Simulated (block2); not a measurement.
# PO2 (phosphorus dioxide) at DMRG/STO-6G, part 2 of 2

block2 0.5.4.

### 3 The singlet cation: a single-point energy at DMRG/STO-6G

block2_dmrg.py reads:

```python
import numpy as np
from pyscf import cc, dft, gto, mcscf, mp, scf
from pyblock2._pyscf.ao2mo import integrals as itg
from pyblock2.driver.core import DMRGDriver, SymmetryTypes

mol = gto.M(atom="""
O      0.331710     1.226310     0.317670
P     -0.403940     0.077030    -0.212130
O      0.072230    -1.303340    -0.105540
""", basis="sto-6g", charge=1, verbose=3, max_memory=2000)
print("basis functions = %d" % (mol.nao))
mf = scf.RHF(mol)
mf.conv_tol = 1e-10
mf.max_cycle = 200
mf.kernel()
if not mf.converged:
    mf = mf.newton().run(mf.mo_coeff, mf.mo_occ)
print("reference energy = %.10f" % (mf.e_tot))
# single-reference ladder for comparison
ref = mf
pt = mp.MP2(ref, frozen=7).run()
mycc = cc.CCSD(ref, frozen=7)
mycc.max_cycle = 150
mycc.kernel()
print("MP2 total energy = %.10f" % (pt.e_tot))
if mycc.converged:
    print("CCSD total energy = %.10f" % (mycc.e_tot))
    print("CCSD(T) total energy = %.10f" % (mycc.e_tot + mycc.ccsd_t()))
    print("T1 = %.4f" % (mycc.get_t1_diagnostic()))
# a few density functionals on the same geometry and basis
ks = dft.RKS(mol, xc="tpss").set(conv_tol=1e-9, verbose=3).run()
if ks.converged:
    print("E(TPSS) = %.8f" % (ks.e_tot))
ks = dft.RKS(mol, xc="wb97x").set(conv_tol=1e-9, verbose=3).run()
if ks.converged:
    print(f"E(wB97X) = {ks.e_tot:.8f}")
ks = dft.RKS(mol, xc="revpbe").set(conv_tol=1e-9, verbose=3).run()
if ks.converged:
    print("E(revPBE) = %.8f" % (ks.e_tot))
ks = dft.RKS(mol, xc="hse06").set(conv_tol=1e-9, verbose=3).run()
if ks.converged:
    print(f"E(HSE06) = {ks.e_tot:.8f}")
# CCSD natural orbitals
occ_no, mo = mcscf.addons.make_natural_orbitals(cc.CCSD(mf, frozen=7).run())
mf.mo_coeff = mo
ncas, n_elec, spin, ecore, h1e, g2e, orb_sym = itg.get_rhf_integrals(mf, ncore=7, ncas=12, pg_symm=False, g2e_symm=1)
driver = DMRGDriver(scratch="./tmp", symm_type=SymmetryTypes.SU2, stack_mem=1500 << 20, n_threads=1)
# orbital ordering
idx = driver.orbital_reordering(h1e, g2e, method="fiedler")
print("orbital order:", idx.tolist())
h1e = h1e[np.ix_(idx, idx)]
g2e = g2e[np.ix_(idx, idx, idx, idx)]
orb_sym = np.array(orb_sym)[idx]
driver.initialize_system(n_sites=ncas, n_elec=n_elec, spin=spin, orb_sym=orb_sym)
mpo = driver.get_qc_mpo(h1e=h1e, g2e=g2e, ecore=ecore, iprint=1)
occs = np.array([1.7] * 8 + [0.3] * 4)[idx]
ket = driver.get_random_mps(tag="GS", bond_dim=75, nroots=1, occs=occs)
bond_dims = [75] * 4 + [100] * 4
noises = [0.0001] * 4 + [1e-05] * 4 + [0]
thrds = [1e-08] * 8
e = driver.dmrg(mpo, ket, n_sweeps=14, tol=1e-06, bond_dims=bond_dims, noises=noises, thrds=thrds, iprint=2)
ms, dws, es = driver.get_dmrg_results()
print("DW = %.3e" % (dws[-1]))
print("total energy = %.10f" % (e))
dm1 = driver.get_1pdm(ket)
print("NOONs =", np.round(np.linalg.eigvalsh(dm1)[::-1], 5).tolist())
c_act = mf.mo_coeff[:, 7:19][:, idx]
dm_ao = c_act @ dm1 @ c_act.T + 2 * mf.mo_coeff[:, :7] @ mf.mo_coeff[:, :7].T
print("dipole moment (debye) =", np.round(scf.hf.dip_moment(mol, dm_ao, verbose=0), 4).tolist())
print(f"max block entropy = {max(driver.get_bipartite_entanglement(ket)):.4f}")
csf, coef = driver.get_csf_coefficients(ket, cutoff=0.1, iprint=1)
print("leading coefficient squared = %.4f" % (np.max(np.abs(coef)) ** 2))
# FCI check
ci = mcscf.CASCI(mf, 12, (8, 8))
ci.fix_spin_(ss=0)
ci.fcisolver.conv_tol = 1e-10
ci.fcisolver.max_cycle = 200
ci.kernel()
print("FCI energy = %.10f" % (ci.e_tot))
```

Run with:

```sh
$ python block2_dmrg.py
```

Output:

```text
basis functions = 19
converged SCF energy = -488.19626780058
reference energy = -488.1962678006
E(RMP2) = -488.452573560151  E_corr = -0.256305759570814
E(SCS-RMP2) = -488.442783035764  E_corr = -0.246515235184063
E(CCSD) = -488.4349885969432  E_corr = -0.2387207963632152
MP2 total energy = -488.4525735602
CCSD total energy = -488.4349885969
CCSD(T) correction = -0.0329709136338923
CCSD(T) total energy = -488.4679595106
T1 = 0.0417
converged SCF energy = -489.59518002239
E(TPSS) = -489.59518002
converged SCF energy = -489.4571898938
E(wB97X) = -489.45718989
converged SCF energy = -489.444669691739
E(revPBE) = -489.44466969
converged SCF energy = -489.262425709131
E(HSE06) = -489.26242571
E(CCSD) = -488.4349885969432  E_corr = -0.2387207963632152
orbital order: [11, 8, 5, 7, 10, 4, 2, 1, 0, 6, 9, 3]
integral symmetrize error =  0.0
integral cutoff error =  0.0
mpo terms =      12292

Build MPO | Nsites =    12 | Nterms =      12292 | Algorithm = FastBIP | Cutoff = 1.00e-20
 Site =     0 /    12 .. Mmpo =    14 DW = 0.00e+00 NNZ =       14 SPT = 0.0000 Tmvc = 0.002 T = 0.006
 Site =     1 /    12 .. Mmpo =    46 DW = 0.00e+00 NNZ =      215 SPT = 0.6661 Tmvc = 0.002 T = 0.008
 Site =     2 /    12 .. Mmpo =    68 DW = 0.00e+00 NNZ =      427 SPT = 0.8635 Tmvc = 0.003 T = 0.009
 Site =     3 /    12 .. Mmpo =    98 DW = 0.00e+00 NNZ =      727 SPT = 0.8909 Tmvc = 0.003 T = 0.010
 Site =     4 /    12 .. Mmpo =   136 DW = 0.00e+00 NNZ =     1049 SPT = 0.9213 Tmvc = 0.003 T = 0.011
 Site =     5 /    12 .. Mmpo =   182 DW = 0.00e+00 NNZ =     1365 SPT = 0.9449 Tmvc = 0.003 T = 0.012
 Site =     6 /    12 .. Mmpo =   136 DW = 0.00e+00 NNZ =     5519 SPT = 0.7770 Tmvc = 0.003 T = 0.018
 Site =     7 /    12 .. Mmpo =    98 DW = 0.00e+00 NNZ =     1051 SPT = 0.9211 Tmvc = 0.001 T = 0.006
 Site =     8 /    12 .. Mmpo =    68 DW = 0.00e+00 NNZ =      727 SPT = 0.8909 Tmvc = 0.001 T = 0.004
 Site =     9 /    12 .. Mmpo =    46 DW = 0.00e+00 NNZ =      429 SPT = 0.8629 Tmvc = 0.000 T = 0.002
 Site =    10 /    12 .. Mmpo =    14 DW = 0.00e+00 NNZ =      215 SPT = 0.6661 Tmvc = 0.000 T = 0.001
 Site =    11 /    12 .. Mmpo =     1 DW = 0.00e+00 NNZ =       14 SPT = 0.0000 Tmvc = 0.000 T = 0.000
Ttotal =      0.087 Tmvc-total = 0.021 MPO bond dimension =   182 MaxDW = 0.00e+00
NNZ =        11752 SIZE =        97060 SPT = 0.8789

Rank =     0 Ttotal =      0.088 MPO method = FastBipartite bond dimension =     182 NNZ =        11752 SIZE =        97060 SPT = 0.8789
Environment initialization | Nsites =    12 | Center =     0
 INIT-R <-- Site =    9 ..  Bmem =   200 B Rmem =   112 B T = 0.00
 INIT-R <-- Site =    8 ..  Bmem = 3.21 KB Rmem = 3.21 KB T = 0.00
 INIT-R <-- Site =    7 ..  Bmem = 45.8 KB Rmem = 32.4 KB T = 0.01
 INIT-R <-- Site =    6 ..  Bmem =  482 KB Rmem =  188 KB T = 0.01
 INIT-R <-- Site =    5 ..  Bmem = 2.59 MB Rmem =  498 KB T = 0.04
 INIT-R <-- Site =    4 ..  Bmem = 6.55 MB Rmem =  880 KB T = 0.17
 INIT-R <-- Site =    3 ..  Bmem = 6.61 MB Rmem =  852 KB T = 0.06
 INIT-R <-- Site =    2 ..  Bmem = 6.30 MB Rmem =  714 KB T = 0.05
 INIT-R <-- Site =    1 ..  Bmem = 5.22 MB Rmem =  545 KB T = 0.04
 INIT-R <-- Site =    0 ..  Bmem = 3.93 MB Rmem =  439 KB T = 0.02
Time init sweep =        0.402 | MaxBmem = 6.61 MB | MaxRmem =  852 KB
 | Tread = 0.000 | Twrite = 0.016 | Tfpread = 0.000 | Tfpwrite = 0.012 | data = 4.06 MB | cpsd = 3.20 MB | Tasync = 0.000

Sweep =    0 | Direction =  forward | Bond dimension =   75 | Noise =  1.00e-04 | Dav threshold =  1.00e-08
 --> Site =    0-   1 .. Mmps =    3 Ndav =  21 E =   -487.5905033348 Error = 0.00e+00 FLOPS = 3.33e+08 Tdav = 0.00 T = 0.02
 --> Site =    1-   2 .. Mmps =   10 Ndav =  14 E =   -487.7458262243 Error = 0.00e+00 FLOPS = 1.15e+09 Tdav = 0.01 T = 0.04
 --> Site =    2-   3 .. Mmps =   34 Ndav =  18 E =   -487.8701461379 Error = 0.00e+00 FLOPS = 1.48e+09 Tdav = 0.05 T = 0.09
 --> Site =    3-   4 .. Mmps =   75 Ndav =  23 E =   -488.3989174999 Error = 4.36e-07 FLOPS = 2.64e+09 Tdav = 0.18 T = 0.29
 --> Site =    4-   5 .. Mmps =   75 Ndav =  18 E =   -488.4323795037 Error = 5.68e-06 FLOPS = 4.76e+09 Tdav = 0.27 T = 0.43
 --> Site =    5-   6 .. Mmps =   75 Ndav =  18 E =   -488.4465461814 Error = 1.85e-06 FLOPS = 4.76e+09 Tdav = 0.23 T = 0.48
 --> Site =    6-   7 .. Mmps =   75 Ndav =  15 E =   -488.4520425280 Error = 1.44e-07 FLOPS = 3.77e+09 Tdav = 0.11 T = 0.44
 --> Site =    7-   8 .. Mmps =   75 Ndav =   9 E =   -488.4544714390 Error = 1.91e-08 FLOPS = 2.26e+09 Tdav = 0.03 T = 0.13
 --> Site =    8-   9 .. Mmps =   75 Ndav =   6 E =   -488.4546703027 Error = 8.12e-11 FLOPS = 8.67e+08 Tdav = 0.01 T = 0.08
 --> Site =    9-  10 .. Mmps =   51 Ndav =   1 E =   -488.4546703027 Error = 2.64e-20 FLOPS = 3.89e+08 Tdav = 0.00 T = 0.04
 --> Site =   10-  11 .. Mmps =   17 Ndav =   8 E =   -488.4610670477 Error = 7.67e-21 FLOPS = 3.79e+08 Tdav = 0.00 T = 0.02
Time elapsed =      2.057 | E =    -488.4610670477 | DW = 5.67600e-06
Time sweep =        2.057 | 3.25 GFLOP/SWP
 | Dmem = 1.24 MB (9%) | Imem = 52.0 KB (97%) | Hmem = 19.0 MB | Wmem = 62.3 KB | Pmem = 461 KB
 | Tread = 0.022 | Twrite = 0.021 | Tfpread = 0.021 | Tfpwrite = 0.014 | Tmporead = 0.000
 | data = 4.58 MB | cpsd = 3.31 MB | Tasync = 0.000
 | Trot = 0.033 | Tctr = 0.002 | Tint = 0.001 | Tmid = 0.000 | Tdctr = 0.014 | Tdiag = 0.012 | Tinfo = 0.012
 | Teff = 0.962 | Tprt = 0.031 | Teig = 0.915 | Tblk = 1.985 | Tmve = 0.071 | Tdm = 0.003 | Tsplt = 0.010 | Tsvd = 0.000 | Torth = 0.000

[... 1 line left out ...]
 <-- Site =   10-  11 .. Mmps =    3 Ndav =   1 E =   -488.4610670477 Error = 0.00e+00 FLOPS = 2.27e+08 Tdav = 0.00 T = 0.00
[... 1 line left out ...]
 <-- Site =    8-   9 .. Mmps =   34 Ndav =   5 E =   -488.4616017654 Error = 0.00e+00 FLOPS = 1.03e+09 Tdav = 0.01 T = 0.07
[... 1 line left out ...]
 <-- Site =    6-   7 .. Mmps =   75 Ndav =   9 E =   -488.4622741858 Error = 4.20e-07 FLOPS = 4.23e+09 Tdav = 0.09 T = 0.57
[... 1 line left out ...]
 <-- Site =    4-   5 .. Mmps =   75 Ndav =  15 E =   -488.4655698929 Error = 8.83e-05 FLOPS = 4.75e+09 Tdav = 0.23 T = 0.38
[... 1 line left out ...]
 <-- Site =    2-   3 .. Mmps =   75 Ndav =  11 E =   -488.4685431779 Error = 3.34e-07 FLOPS = 1.10e+09 Tdav = 0.03 T = 0.10
[... 1 line left out ...]
 <-- Site =    0-   1 .. Mmps =   17 Ndav =   1 E =   -488.4685431778 Error = 9.05e-21 FLOPS = 2.10e+08 Tdav = 0.00 T = 0.02
[... 10 lines left out ...]
 --> Site =    1-   2 .. Mmps =   10 Ndav =   1 E =   -488.4685431778 Error = 0.00e+00 FLOPS = 3.71e+08 Tdav = 0.00 T = 0.04
[... 1 line left out ...]
 --> Site =    3-   4 .. Mmps =   75 Ndav =   8 E =   -488.4686030400 Error = 1.08e-05 FLOPS = 3.22e+09 Tdav = 0.05 T = 0.13
[... 1 line left out ...]
 --> Site =    5-   6 .. Mmps =   75 Ndav =  12 E =   -488.4689301805 Error = 1.10e-05 FLOPS = 4.83e+09 Tdav = 0.18 T = 0.66
[... 1 line left out ...]
 --> Site =    7-   8 .. Mmps =   75 Ndav =   5 E =   -488.4689157097 Error = 6.43e-08 FLOPS = 2.88e+09 Tdav = 0.02 T = 0.14
[... 1 line left out ...]
 --> Site =    9-  10 .. Mmps =   72 Ndav =   1 E =   -488.4689161439 Error = 1.33e-20 FLOPS = 4.53e+08 Tdav = 0.00 T = 0.05
[... 10 lines left out ...]
 <-- Site =   10-  11 .. Mmps =    3 Ndav =   1 E =   -488.4689161439 Error = 0.00e+00 FLOPS = 2.30e+08 Tdav = 0.00 T = 0.01
[... 1 line left out ...]
 <-- Site =    8-   9 .. Mmps =   35 Ndav =   1 E =   -488.4689161439 Error = 0.00e+00 FLOPS = 1.52e+09 Tdav = 0.00 T = 0.06
[... 1 line left out ...]
 <-- Site =    6-   7 .. Mmps =   75 Ndav =   4 E =   -488.4689175791 Error = 8.83e-07 FLOPS = 4.56e+09 Tdav = 0.04 T = 0.46
[... 1 line left out ...]
 <-- Site =    4-   5 .. Mmps =   75 Ndav =   9 E =   -488.4692747260 Error = 1.37e-04 FLOPS = 4.66e+09 Tdav = 0.13 T = 0.32
[... 1 line left out ...]
 <-- Site =    2-   3 .. Mmps =   75 Ndav =   4 E =   -488.4689040841 Error = 3.32e-07 FLOPS = 1.27e+09 Tdav = 0.01 T = 0.08
[... 1 line left out ...]
 <-- Site =    0-   1 .. Mmps =   18 Ndav =   1 E =   -488.4689040839 Error = 7.39e-21 FLOPS = 2.59e+08 Tdav = 0.00 T = 0.02
[... 10 lines left out ...]
 --> Site =    1-   2 .. Mmps =   10 Ndav =   1 E =   -488.4689040839 Error = 0.00e+00 FLOPS = 6.19e+08 Tdav = 0.00 T = 0.04
[... 1 line left out ...]
 --> Site =    3-   4 .. Mmps =  100 Ndav =   6 E =   -488.4689452039 Error = 1.08e-06 FLOPS = 2.63e+09 Tdav = 0.04 T = 0.15
[... 1 line left out ...]
 --> Site =    5-   6 .. Mmps =  100 Ndav =   8 E =   -488.4693112014 Error = 3.71e-06 FLOPS = 5.92e+09 Tdav = 0.15 T = 0.66
[... 1 line left out ...]
 --> Site =    7-   8 .. Mmps =  100 Ndav =   3 E =   -488.4693041687 Error = 2.82e-09 FLOPS = 3.92e+09 Tdav = 0.02 T = 0.14
[... 1 line left out ...]
 --> Site =    9-  10 .. Mmps =   75 Ndav =   1 E =   -488.4693041687 Error = 1.40e-20 FLOPS = 5.70e+08 Tdav = 0.00 T = 0.06
[... 10 lines left out ...]
 <-- Site =   10-  11 .. Mmps =    3 Ndav =   1 E =   -488.4693041687 Error = 0.00e+00 FLOPS = 3.10e+08 Tdav = 0.00 T = 0.03
[... 1 line left out ...]
 <-- Site =    8-   9 .. Mmps =   35 Ndav =   1 E =   -488.4693041687 Error = 0.00e+00 FLOPS = 1.63e+09 Tdav = 0.00 T = 0.07
[... 1 line left out ...]
 <-- Site =    6-   7 .. Mmps =  100 Ndav =   3 E =   -488.4693042481 Error = 6.28e-08 FLOPS = 5.62e+09 Tdav = 0.05 T = 0.57
 <-- Site =    5-   6 .. Mmps =  100 Ndav =   6 E =   -488.4693200534 Error = 4.53e-06 FLOPS = 6.32e+09 Tdav = 0.14 T = 0.71
 <-- Site =    4-   5 .. Mmps =  100 Ndav =   8 E =   -488.4694573604 Error = 4.87e-05 FLOPS = 6.12e+09 Tdav = 0.19 T = 0.42
 <-- Site =    3-   4 .. Mmps =  100 Ndav =   6 E =   -488.4693168692 Error = 2.37e-06 FLOPS = 3.89e+09 Tdav = 0.05 T = 0.17
 <-- Site =    2-   3 .. Mmps =  100 Ndav =   3 E =   -488.4693111585 Error = 1.19e-08 FLOPS = 1.48e+09 Tdav = 0.01 T = 0.10
 <-- Site =    1-   2 .. Mmps =   80 Ndav =   1 E =   -488.4693111585 Error = 1.80e-20 FLOPS = 7.19e+08 Tdav = 0.00 T = 0.06
 <-- Site =    0-   1 .. Mmps =   18 Ndav =   1 E =   -488.4693111585 Error = 2.83e-23 FLOPS = 2.85e+08 Tdav = 0.00 T = 0.02
[... 5 lines left out ...]
 | Trot = 0.049 | Tctr = 0.001 | Tint = 0.001 | Tmid = 0.000 | Tdctr = 0.002 | Tdiag = 0.015 | Tinfo = 0.009
 | Teff = 1.619 | Tprt = 0.081 | Teig = 0.442 | Tblk = 2.264 | Tmve = 0.090 | Tdm = 0.003 | Tsplt = 0.013 | Tsvd = 0.000 | Torth = 0.000

Sweep =    6 | Direction =  forward | Bond dimension =  100 | Noise =  1.00e-05 | Dav threshold =  1.00e-08
 --> Site =    0-   1 .. Mmps =    3 Ndav =   1 E =   -488.4693111585 Error = 0.00e+00 FLOPS = 3.08e+08 Tdav = 0.00 T = 0.01
 --> Site =    1-   2 .. Mmps =   10 Ndav =   1 E =   -488.4693111585 Error = 0.00e+00 FLOPS = 3.56e+08 Tdav = 0.00 T = 0.05
 --> Site =    2-   3 .. Mmps =   35 Ndav =   1 E =   -488.4693111585 Error = 0.00e+00 FLOPS = 1.13e+09 Tdav = 0.00 T = 0.08
 --> Site =    3-   4 .. Mmps =  100 Ndav =   4 E =   -488.4693168679 Error = 1.51e-06 FLOPS = 2.98e+09 Tdav = 0.04 T = 0.17
 --> Site =    4-   5 .. Mmps =  100 Ndav =   8 E =   -488.4694590697 Error = 4.79e-05 FLOPS = 6.18e+09 Tdav = 0.19 T = 0.43
 --> Site =    5-   6 .. Mmps =  100 Ndav =   6 E =   -488.4693298647 Error = 4.87e-06 FLOPS = 5.61e+09 Tdav = 0.15 T = 0.77
 --> Site =    6-   7 .. Mmps =  100 Ndav =   4 E =   -488.4693136245 Error = 4.83e-08 FLOPS = 5.11e+09 Tdav = 0.07 T = 0.68
 --> Site =    7-   8 .. Mmps =  100 Ndav =   1 E =   -488.4693135498 Error = 3.04e-09 FLOPS = 2.54e+09 Tdav = 0.01 T = 0.14
 --> Site =    8-   9 .. Mmps =  100 Ndav =   1 E =   -488.4693135498 Error = 1.81e-11 FLOPS = 1.95e+09 Tdav = 0.00 T = 0.06
 --> Site =    9-  10 .. Mmps =   71 Ndav =   1 E =   -488.4693135498 Error = 2.56e-20 FLOPS = 8.94e+08 Tdav = 0.00 T = 0.03
 --> Site =   10-  11 .. Mmps =   19 Ndav =   1 E =   -488.4693135498 Error = 4.12e-21 FLOPS = 3.45e+08 Tdav = 0.00 T = 0.01
Time elapsed =     15.237 | E =    -488.4694590697 | DE = -1.71e-06 | DW = 4.78839e-05
Time sweep =        2.413 | 2.38 GFLOP/SWP
 | Dmem = 2.02 MB (9%) | Imem = 78.5 KB (97%) | Hmem = 41.6 MB | Wmem = 98.8 KB | Pmem = 876 KB
 | Tread = 0.035 | Twrite = 0.026 | Tfpread = 0.033 | Tfpwrite = 0.024 | Tmporead = 0.000
 | data = 7.32 MB | cpsd = 5.13 MB | Tasync = 0.000
 | Trot = 0.047 | Tctr = 0.002 | Tint = 0.001 | Tmid = 0.000 | Tdctr = 0.018 | Tdiag = 0.019 | Tinfo = 0.012
 | Teff = 1.715 | Tprt = 0.047 | Teig = 0.475 | Tblk = 2.320 | Tmve = 0.092 | Tdm = 0.005 | Tsplt = 0.015 | Tsvd = 0.000 | Torth = 0.000

Sweep =    7 | Direction = backward | Bond dimension =  100 | Noise =  1.00e-05 | Dav threshold =  1.00e-08
 <-- Site =   10-  11 .. Mmps =    3 Ndav =   1 E =   -488.4693135498 Error = 0.00e+00 FLOPS = 3.39e+08 Tdav = 0.00 T = 0.00
 <-- Site =    9-  10 .. Mmps =   10 Ndav =   1 E =   -488.4693135498 Error = 0.00e+00 FLOPS = 8.17e+08 Tdav = 0.00 T = 0.03
 <-- Site =    8-   9 .. Mmps =   35 Ndav =   1 E =   -488.4693135498 Error = 0.00e+00 FLOPS = 1.40e+09 Tdav = 0.00 T = 0.08
 <-- Site =    7-   8 .. Mmps =  100 Ndav =   1 E =   -488.4693135498 Error = 2.96e-12 FLOPS = 4.08e+09 Tdav = 0.01 T = 0.12
 <-- Site =    6-   7 .. Mmps =  100 Ndav =   3 E =   -488.4693136253 Error = 6.71e-08 FLOPS = 5.76e+09 Tdav = 0.05 T = 0.55
 <-- Site =    5-   6 .. Mmps =  100 Ndav =   6 E =   -488.4693302375 Error = 4.84e-06 FLOPS = 8.72e+09 Tdav = 0.10 T = 0.63
 <-- Site =    4-   5 .. Mmps =  100 Ndav =   8 E =   -488.4694623539 Error = 4.91e-05 FLOPS = 6.45e+09 Tdav = 0.18 T = 0.43
 <-- Site =    3-   4 .. Mmps =  100 Ndav =   6 E =   -488.4693186839 Error = 2.37e-06 FLOPS = 3.66e+09 Tdav = 0.05 T = 0.17
 <-- Site =    2-   3 .. Mmps =  100 Ndav =   3 E =   -488.4693129676 Error = 1.19e-08 FLOPS = 1.57e+09 Tdav = 0.01 T = 0.07
 <-- Site =    1-   2 .. Mmps =   81 Ndav =   1 E =   -488.4693129676 Error = 3.88e-20 FLOPS = 5.74e+08 Tdav = 0.00 T = 0.04
 <-- Site =    0-   1 .. Mmps =   16 Ndav =   1 E =   -488.4693129676 Error = 2.59e-21 FLOPS = 2.52e+08 Tdav = 0.00 T = 0.02
Time elapsed =     17.393 | E =    -488.4694623539 | DE = -3.28e-06 | DW = 4.91374e-05
Time sweep =        2.157 | 2.37 GFLOP/SWP
 | Dmem = 2.02 MB (9%) | Imem = 78.5 KB (97%) | Hmem = 41.6 MB | Wmem = 98.8 KB | Pmem = 876 KB
 | Tread = 0.016 | Twrite = 0.019 | Tfpread = 0.016 | Tfpwrite = 0.017 | Tmporead = 0.000
 | data = 7.49 MB | cpsd = 5.74 MB | Tasync = 0.000
 | Trot = 0.044 | Tctr = 0.000 | Tint = 0.001 | Tmid = 0.000 | Tdctr = 0.002 | Tdiag = 0.015 | Tinfo = 0.007
 | Teff = 1.523 | Tprt = 0.080 | Teig = 0.399 | Tblk = 2.081 | Tmve = 0.074 | Tdm = 0.004 | Tsplt = 0.013 | Tsvd = 0.000 | Torth = 0.000

Sweep =    8 | Direction =  forward | Bond dimension =  100 | Noise =  0.00e+00 | Dav threshold =  1.00e-07
 --> Site =    0-   1 .. Mmps =    3 Ndav =   1 E =   -488.4693129676 Error = 0.00e+00 FLOPS = 2.68e+08 Tdav = 0.00 T = 0.00
 --> Site =    1-   2 .. Mmps =   10 Ndav =   1 E =   -488.4693129676 Error = 0.00e+00 FLOPS = 6.40e+08 Tdav = 0.00 T = 0.04
 --> Site =    2-   3 .. Mmps =   35 Ndav =   1 E =   -488.4693129676 Error = 0.00e+00 FLOPS = 1.35e+09 Tdav = 0.00 T = 0.08
 --> Site =    3-   4 .. Mmps =  100 Ndav =   3 E =   -488.4693186639 Error = 1.45e-06 FLOPS = 3.16e+09 Tdav = 0.03 T = 0.16
 --> Site =    4-   5 .. Mmps =  100 Ndav =   6 E =   -488.4694626598 Error = 4.71e-05 FLOPS = 6.64e+09 Tdav = 0.13 T = 0.36
 --> Site =    5-   6 .. Mmps =  100 Ndav =   5 E =   -488.4693305558 Error = 4.04e-06 FLOPS = 6.59e+09 Tdav = 0.11 T = 0.72
 --> Site =    6-   7 .. Mmps =  100 Ndav =   3 E =   -488.4693162773 Error = 7.47e-10 FLOPS = 4.94e+09 Tdav = 0.06 T = 0.64
 --> Site =    7-   8 .. Mmps =  100 Ndav =   1 E =   -488.4693162737 Error = 3.03e-18 FLOPS = 2.40e+09 Tdav = 0.01 T = 0.15
 --> Site =    8-   9 .. Mmps =   46 Ndav =   1 E =   -488.4693162737 Error = 2.24e-20 FLOPS = 1.61e+09 Tdav = 0.00 T = 0.10
 --> Site =    9-  10 .. Mmps =   20 Ndav =   1 E =   -488.4693162737 Error = 1.38e-20 FLOPS = 3.01e+08 Tdav = 0.00 T = 0.03
 --> Site =   10-  11 .. Mmps =    9 Ndav =   1 E =   -488.4693162737 Error = 8.11e-21 FLOPS = 3.26e+07 Tdav = 0.00 T = 0.01
Time elapsed =     19.686 | E =    -488.4694626598 | DE = -3.06e-07 | DW = 4.71373e-05
Time sweep =        2.293 | 1.88 GFLOP/SWP
 | Dmem = 2.02 MB (9%) | Imem = 83.5 KB (97%) | Hmem = 41.6 MB | Wmem = 98.9 KB | Pmem = 0 B
 | Tread = 0.031 | Twrite = 0.023 | Tfpread = 0.030 | Tfpwrite = 0.020 | Tmporead = 0.000
 | data = 6.63 MB | cpsd = 4.55 MB | Tasync = 0.000
 | Trot = 0.047 | Tctr = 0.002 | Tint = 0.001 | Tmid = 0.000 | Tdctr = 0.016 | Tdiag = 0.014 | Tinfo = 0.015
 | Teff = 1.768 | Tprt = 0.000 | Teig = 0.348 | Tblk = 2.200 | Tmve = 0.091 | Tdm = 0.001 | Tsplt = 0.013 | Tsvd = 0.000 | Torth = 0.000

DW = 4.714e-05
total energy = -488.4694626598
NOONs = [1.99652, 1.99613, 1.98173, 1.95648, 1.95111, 1.93615, 1.89745, 1.79043, 0.26307, 0.15335, 0.05207, 0.02551]
dipole moment (debye) = [-1.6071, 0.306, -0.844]
max block entropy = 0.7470
mps center changed (temporarily)
DTRIE T =      0.002
Number of CSF =          4 (cutoff =       0.1)
Sum of weights of included CSF =    0.880275262962444

CSF          0 002202222202  =    0.882516612643239
CSF          1 022002222202  =   -0.233738578547526
CSF          2 0+2-02222+-2  =   -0.189194618606734
CSF          3 002202222022  =   -0.104935049244676
leading coefficient squared = 0.7788
CASCI E = -488.469530945437  E(CI) = -66.0566907492010  S^2 = 0.0000000
FCI energy = -488.4695309454
```

Run time: 58 s. Hardware: 1 thread of Intel Xeon at 2.50GHz (Skylake/Cascade Lake), shared host; peak memory 0.34 GiB.

### 4 Results

This closing draws on all 2 parts.

At DMRG/STO-6G, 7 core orbitals frozen:

```
                                          quantity          value
                  run 1, DMRG/STO-6G: total energy  -488.69382 Eh
                      singlet cation: total energy  -488.46946 Eh
    singlet cation: T1 diagnostic of the CCSD step          0.042
vertical ionisation energy (to the singlet cation)       6.105 eV
```

**Reading.** Removing an electron at fixed nuclei costs 6.10 eV (589 kJ/mol). Only the singlet of the ionised species was computed; a triplet could lie lower. In a minimal basis such a difference can be off by several eV, whatever the method. The T1 diagnostic (singlet cation) of 0.042 is above the customary mark for such species, so a single reference may not serve.
